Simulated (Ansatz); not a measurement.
**Nudged elastic band run: BCl2H**

The input (input.yaml):

```yaml
crystal:
  periodic: [false, false, false]
  atoms:
    - { symbol: B, position_ang: [0.214082, 0.0, 0.270153] }
    - { symbol: H, position_ang: [0.001044, 0.0, 1.436886] }
    - { symbol: Cl, position_ang: [1.859734, 0.0, -0.303429] }
    - { symbol: Cl, position_ang: [-1.11886, 0.0, -0.851611] }
basis:
  gaussian: { orbitals: def2-SVPD }
hamiltonian:
  xc: { name: BHLYP }
neb:
  order_check: false
  images: 9
  f_tol: 0.03
  max_iterations: 60
  final_atoms:
    - { symbol: B, position_ang: [-0.70382442, -0.00010666, -0.23879323] }
    - { symbol: H, position_ang: [1.3634912, 4.489e-05, 0.59202273] }
    - { symbol: Cl, position_ang: [2.57406359, 3.085e-05, 1.07454535] }
    - { symbol: Cl, position_ang: [-2.27773037, 3.092e-05, -0.87577586] }
  initial_path:
    images:
      - { positions_ang: [[0.214082, 0.0, 0.270153], [0.001044, 0.0, 1.436886], [1.859734, 0.0, -0.303429], [-1.11886, 0.0, -0.851611]] }
      - { positions_ang: [[0.17159355, 0.0, 0.21556201], [0.10125942, 0.0, 1.40830373], [1.89785698, 0.0, -0.20024104], [-1.21470995, 0.0, -0.8716257]] }
      - { positions_ang: [[0.1291051, 0.0, 0.16097103], [0.20147485, 0.0, 1.37972147], [1.93597995, 0.0, -0.09705309], [-1.3105599, 0.0, -0.89164041]] }
      - { positions_ang: [[0.08661665, 0.0, 0.10638004], [0.30169027, 0.0, 1.3511392], [1.97410293, 0.0, 0.00613487], [-1.40640985, 0.0, -0.91165511]] }
      - { positions_ang: [[0.0441282, 0.0, 0.05178906], [0.4019057, 0.0, 1.32255693], [2.0122259, 0.0, 0.10932282], [-1.5022598, 0.0, -0.93166981]] }
      - { positions_ang: [[0.00163975, 0.0, -0.00280193], [0.50212112, 0.0, 1.29397467], [2.05034888, 0.0, 0.21251078], [-1.59810975, 0.0, -0.95168452]] }
      - { positions_ang: [[-0.13945308, -2.133e-05, -0.05000019], [0.67439514, 8.98e-06, 1.15358428], [2.15509182, 6.17e-06, 0.38491769], [-1.73403388, 6.18e-06, -0.93650279]] }
      - { positions_ang: [[-0.28054592, -4.266e-05, -0.09719845], [0.84666915, 1.796e-05, 1.01319389], [2.25983476, 1.234e-05, 0.55732461], [-1.869958, 1.237e-05, -0.92132105]] }
      - { positions_ang: [[-0.42163875, -6.4e-05, -0.14439671], [1.01894317, 2.693e-05, 0.8728035], [2.3645777, 1.851e-05, 0.72973152], [-2.00588212, 1.855e-05, -0.90613932]] }
      - { positions_ang: [[-0.56273158, -8.533e-05, -0.19159497], [1.19121719, 3.591e-05, 0.73241311], [2.46932065, 2.468e-05, 0.90213844], [-2.14180625, 2.473e-05, -0.89095759]] }
      - { positions_ang: [[-0.70382442, -0.00010666, -0.23879323], [1.3634912, 4.489e-05, 0.59202273], [2.57406359, 3.085e-05, 1.07454535], [-2.27773037, 3.092e-05, -0.87577586]] }
```

Command:

```bash
$ ansatz run input.yaml --threads 1 --pin off --max-ram 2048MiB --backend cpu --events-out ev --progress --plain --runs-dir out
```

Output, in part (warnings, iteration lines, the closing report on the highest movable image, with atoms numbered from 0):

```
NEB end point (image 0): max|allowed force component| = 2.833e-2 eV/Å (the criterion of neb.relax_end_points is 1.000e-2)
NEB end point (image 10): max|allowed force component| = 6.060e-3 eV/Å (the criterion of neb.relax_end_points is 1.000e-2)
NEB iter   1: max|band force component| = 4.246e0 eV/Å  barrier→ = 5.2884 eV  barrier← = 1.6570 eV  Δτ_max = 0.2000 Å  (296 SCF iters)
NEB iter   2: max|band force component| = 2.547e0 eV/Å  barrier→ = 4.3960 eV  barrier← = 0.7646 eV  Δτ_max = 0.2000 Å  (280 SCF iters)
NEB iter   3: max|band force component| = 3.410e0 eV/Å  barrier→ = 4.2424 eV  barrier← = 0.6110 eV  Δτ_max = 0.0998 Å  (292 SCF iters)
NEB iter   4: max|band force component| = 1.387e0 eV/Å  barrier→ = 4.1890 eV  barrier← = 0.5576 eV  Δτ_max = 0.1572 Å  (282 SCF iters)
NEB iter   5: max|band force component| = 1.038e0 eV/Å  barrier→ = 4.2120 eV  barrier← = 0.5806 eV  Δτ_max = 0.0704 Å  (284 SCF iters)
NEB iter   6: max|band force component| = 6.507e-1 eV/Å  barrier→ = 4.1254 eV  barrier← = 0.4940 eV  Δτ_max = 0.1603 Å  (289 SCF iters)
NEB iter   7: max|band force component| = 2.177e0 eV/Å  barrier→ = 4.0832 eV  barrier← = 0.4518 eV  Δτ_max = 0.0836 Å  (286 SCF iters)
NEB iter   8: max|band force component| = 5.058e-1 eV/Å  barrier→ = 4.0473 eV  barrier← = 0.4159 eV  Δτ_max = 0.1567 Å  (281 SCF iters)
NEB iter   9: max|band force component| = 5.936e-1 eV/Å  barrier→ = 4.0050 eV  barrier← = 0.3736 eV  Δτ_max = 0.0810 Å  (282 SCF iters)
NEB iter  10: max|band force component| = 6.100e-1 eV/Å  barrier→ = 3.9830 eV  barrier← = 0.3517 eV  CI = image 4  Δτ_max = 0.0827 Å  (289 SCF iters)
NEB iter  11: max|band force component| = 5.062e-1 eV/Å  barrier→ = 4.0405 eV  barrier← = 0.4091 eV  CI = image 4  Δτ_max = 0.0280 Å  (280 SCF iters)
NEB iter  12: max|band force component| = 3.556e-1 eV/Å  barrier→ = 4.0404 eV  barrier← = 0.4090 eV  CI = image 4  Δτ_max = 0.0140 Å  (286 SCF iters)
NEB iter  13: max|band force component| = 2.362e-1 eV/Å  barrier→ = 4.0332 eV  barrier← = 0.4018 eV  CI = image 4  Δτ_max = 0.0260 Å  (273 SCF iters)
NEB iter  14: max|band force component| = 1.209e-1 eV/Å  barrier→ = 4.0273 eV  barrier← = 0.3959 eV  CI = image 4  Δτ_max = 0.0040 Å  (276 SCF iters)
NEB iter  15: max|band force component| = 6.604e-2 eV/Å  barrier→ = 4.0273 eV  barrier← = 0.3959 eV  CI = image 4  Δτ_max = 0.0021 Å  (225 SCF iters)
NEB iter  16: max|band force component| = 1.104e-2 eV/Å  barrier→ = 4.0273 eV  barrier← = 0.3959 eV  CI = image 4  Δτ_max = 0.0000 Å  (467 SCF iters)
Total energy: -25727.50854614 eV, -945.4685003389 hartree
Atom 0 at    -0.516458    -0.000001     0.379800 Å, force     0.006953     0.000000     0.001725 eV/Å
Atom 1 at     0.723412    -0.000003     0.916379 Å, force    -0.008336    -0.000000     0.001584 eV/Å
Atom 2 at     2.183526     0.000003     0.266559 Å, force     0.002218     0.000000    -0.002367 eV/Å
Atom 3 at    -1.434480     0.000001    -1.010738 Å, force    -0.000834     0.000000    -0.000942 eV/Å
Dipole moment:    -1.086144    -0.000001    -0.197555 e Å
```

The run converged. Neighbouring images differ by up to 1.7 eV, so the band resolves the path poorly. A vibrational analysis at the climbing image gives one clearly imaginary mode, 836i cm⁻¹: a first-order saddle point. The orbitals stay closed-shell, which can raise the energy where a bond breaks towards radicals; this wasn't checked here.

Final band (atoms are numbered from 1 in the order of the input):

```tsv
image	path coordinate (Å)	energy (kJ/mol)	B1–H2 (Å)	B1–Cl3 (Å)	H2–Cl3 (Å)
0	0.00	0.0	1.19	1.74	2.55
1	0.36	52.6	1.16	1.83	2.24
2	0.72	214.7	1.14	2.15	2.05
3	1.08	350.3	1.18	2.48	1.87
4	1.44	388.6	1.35	2.70	1.60
5	1.76	373.4	1.70	2.91	1.37
6	2.07	362.0	2.00	3.19	1.31
7	2.39	357.4	2.13	3.35	1.31
8	2.70	354.0	2.17	3.43	1.30
9	3.02	351.5	2.20	3.49	1.30
10	3.33	350.4	2.23	3.53	1.30
```

Run time: 5.6 min on 1 thread of Arm Neoverse V1, with other jobs on the host, peak memory 0.15 GiB.
